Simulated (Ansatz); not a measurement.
C₃H₅F, SMILES `C=CCF`. Total charge 0; spin multiplicity 1.

Z-matrix (Å, degrees):
```
C
C 1 1.487
F 1 1.377 2 112.0
H 1 1.097 2 110.6 3 120.4
H 1 1.097 2 110.6 3 -120.4
C 2 1.323 1 124.9 3 -0.0
H 2 1.088 1 114.5 3 -180.0
H 6 1.083 2 121.1 1 180.0
H 6 1.083 2 121.1 1 -0.0
```

Q: What are the harmonic wavenumbers in cm⁻¹ at PBE0-D4/def2-TZVP (Ansatz, finite differences of forces, unscaled)? (An estimate is asked.)

A: Computed: 183, 265, 562, 615, 923, 961, 1019, 1022, 1046, 1152, 1268, 1315, 1413, 1444, 1486, 1735, 3029, 3064, 3160, 3173, 3260.

Q: Is this a minimum?

A: Yes, all 21 modes are real.

Q: Give the ideal-gas thermochemistry at 298.15 K and 1 bar (rigid rotor, harmonic oscillator; point group Cs, symmetry number 1).

A: Zero-point energy 192.0 kJ/mol; H(298) − E = 206.2 kJ/mol; entropy 283.4 J/(mol·K), of which translation 159.9, rotation 100.4, vibration 23.1; G(298) − E = 121.7 kJ/mol.

Q: And at 400, 500, 600, 800 and 1000 K?

A: 
```csv
T (K),H − E (kJ/mol),S (J/mol/K),G − E (kJ/mol)
400,214.1,306.2,91.6
500,223.6,327.3,60.0
600,234.5,347.2,26.2
800,260.0,383.6,-46.9
1000,288.9,415.8,-126.9
```
